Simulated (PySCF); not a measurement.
Orbital energies, ionisation energy and electron affinity

C₄H₇O (charge +1).
Structure used (PBE0-D3(BJ)/def2-SVP), in Å, numbered top down from 1:
```xyz
12
C4H7O angstrom
C     -1.1315   -0.4127   -0.0464
C      0.3543   -0.6459    0.1599
C      1.1324    0.6721   -0.1356
C      2.5348    0.5284    0.0376
O      3.6325    0.3734    0.1853
H     -1.6713   -1.3469    0.1634
H     -1.5229    0.3594    0.6324
H     -1.3601   -0.1198   -1.0818
H      0.7290   -1.4336   -0.5108
H      0.5673   -0.9560    1.1939
H      0.8261    1.5004    0.5350
H      0.9884    1.0203   -1.1785
```

Level: PBE0/def2-SVPD (PySCF). Frontier orbitals with their largest atomic shares (Löwdin; up to four atoms above 4 %):

| orbital | ε (eV) | main atoms |
| --- | --- | --- |
| HOMO−3 | -16.88 | C2 22 %, C1 18 %, C3 16 %, H10 7 % |
| HOMO−2 | -15.73 | C1 37 %, C2 33 %, H6 6 %, C3 5 % |
| HOMO−1 | -14.98 | C1 39 %, H6 20 %, C2 12 %, H8 7 % |
| HOMO | -14.69 | ? |
| LUMO | -7.81 | C4 44 %, O5 33 %, C3 10 %, C2 7 % |
| LUMO+1 | -7.73 | C4 44 %, O5 34 %, C3 12 %, H11 4 % |
| LUMO+2 | -4.67 | C4 39 %, C3 17 %, O5 15 %, H12 7 % |

Task: What vertical ionisation energy does ΔSCF give, and how far is −ε(HOMO) from it?

Result: ΔSCF: 17.12 eV (1652 kJ/mol; threshold wavelength 72.4 nm); ⟨S²⟩ of the doublet left behind is 0.754, against 0.75 for a pure doublet. −ε(HOMO) is 14.69 eV, 2.43 eV below it. For the exact functional −ε(HOMO) would equal the first vertical ionisation energy; PBE0 (global hybrid, 25 % exact exchange) falls short of its own ΔSCF value by 14 %.

Task: On which atoms does the HOMO lie?

Result: C1 (methyl carbon) 32 %, C2 (chain CH2 carbon) 21 %, H7 (methyl hydrogen) 13 %, H8 (methyl hydrogen) 13 %, so no atom holds as much as 40 %. The HOMO−1 lies 0.29 eV lower.

Task: And the vertical electron affinity, the fundamental gap, Mulliken's electronegativity and the hardness (with the factor ½)?

Result: EA = 5.36 eV by ΔSCF (−ε(LUMO) = 7.81 eV). IE − EA = 11.76 eV against an orbital gap of 6.88 eV; (IE + EA)/2 = 11.24 eV; (IE − EA)/2 = 5.88 eV. Parr's electrophilicity index (IE + EA)²/[8(IE − EA)] is 5.37 eV.

Task: The lowest singlet excitation (vertical TDDFT, same level) lies at 5.71 eV. How far is it below IE − EA?

Result: IE − EA = 11.76 eV, so by 6.05 eV.

Task: How many of the 10 lowest singlet excitations (vertical TDDFT, same level) lie below the ionisation energy?

Result: All 10; they run from 5.71 to 8.67 eV.

Task: Shift the occupied levels rigidly so that −ε(HOMO) equals the ΔSCF value. What binding energies result?

Result: The shift is +2.43 eV: HOMO 17.12, HOMO−1 17.41, HOMO−2 18.16, HOMO−3 19.31 eV. A rigid shift is only a rough guide to the deeper ionisations.

Task: What kinetic energy would electrons from this vertical process carry with Lyman-α light (10.199 eV)?

Result: The photon is 6.92 eV short of the vertical value.

The structure is a single PBE0-D3(BJ)/def2-SVP conformer in the gas phase; no vibrational or solvent corrections.
